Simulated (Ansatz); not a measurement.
How UKS-PBE and FCI compare on the bond length at the minimum of diatomic hydrides.

Values in Å, from Ansatz (an electronic-structure program). Where two bases are given, the first is that of UKS-PBE. Full CI is exact in its basis, with frozen cores. Scans on which UKS-PBE failed, held another spin at the minimum or broke off are missing, so the means are lower bounds.

| system | basis | UKS-PBE | FCI | UKS-PBE − FCI |
|---|---|---|---|---|
| HLi singlet | aug-cc-pVQZ | 1.604 | 1.608 | -0.005 |
| HSi cation singlet | cc-pVDZ | 1.550 | 1.521 | 0.028 |
| HSi cation singlet | aug-cc-pVTZ | 1.537 | 1.512 | 0.025 |
| HO cation triplet | cc-pVDZ | 1.058 | 1.038 | 0.020 |
| HSi cation singlet | def2-TZVP | 1.533 | 1.508 | 0.025 |
| CH cation singlet | aug-cc-pVTZ | 1.149 | 1.131 | 0.018 |
| HAs triplet | def2-TZVP | 1.546 | 1.538 | 0.009 |
| HSi doublet | cc-pVDZ | 1.563 | 1.541 | 0.022 |
| HF cation doublet | def2-SVP | 1.030 | 1.008 | 0.022 |
| HAl singlet | cc-pVDZ | 1.697 | 1.663 | 0.034 |

**Question.** What do these rows say about the size and sign of the error against full CI?

**Answer.** The mean error against full CI is 0.020 Å (median 0.022) and the mean absolute one 0.021 Å (median 0.022); UKS-PBE lies above in 9 and below in 1 of 10 cases. It is closest for HLi singlet (-0.005), HAs triplet (0.009), CH cation singlet (0.018) and furthest off for HAl singlet (0.034), HSi cation singlet (0.028), HSi cation singlet (0.025).
